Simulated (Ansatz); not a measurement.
How methods differ on BN (boron nitride)

BN has 2 atoms, charge 0, and is taken as a triplet. SMILES: `B#N`. Geometry: relaxed at PBE0-D4/def2-TZVP.

```
atom   x (Å)   y (Å)    z (Å)
   B  0.0000  0.0000  -0.0235
   N  0.0000  0.0000   1.2919
```

Quantity: the energy change with the B1–N2 bond stretched from 1.315 to 3.171 Å, in eV. The values are calculated.

```tsv
level	kind	program	value (eV)	less FCI/6-31G
UHF/6-31G	Hartree–Fock	Ansatz	1.37	-1.84
UBHLYP/6-31G	global hybrid	Ansatz	3.38	+0.17
RPA@PBE/6-31G	RPA	Ansatz	2.92	-0.29
UBCCD(T)/6-31G	coupled cluster or CI	Ansatz	3.19	-0.02
UCCSD(T)/6-31G	coupled cluster or CI	Ansatz	3.19	-0.02
UCCSD/6-31G	coupled cluster or CI	Ansatz	3.07	-0.14
UCCSDT(Q)/6-31G	coupled cluster or CI	Ansatz	3.21	0.00
FCI/3-21G	exact in the basis	Ansatz	3.21	0.00
FCI/6-31G	exact in the basis	Ansatz	3.21	0.00
```

FCI/6-31G is exact within its basis and frozen core, so for wave-function methods in that basis the difference is their error; functionals converge differently with the basis, so for them it is only a difference. The first shape isn't each level's own minimum. The values span 1.37 to 3.38 eV. Spin contamination of the reference (⟨S²⟩ at least 0.1 too high) touches UHF/6-31G, UBHLYP/6-31G, RPA@PBE/6-31G, UBCCD(T)/6-31G, UCCSD(T)/6-31G, UCCSD/6-31G, UCCSDT(Q)/6-31G. All rows use very small basis sets, so none should be taken for the real molecule's value.
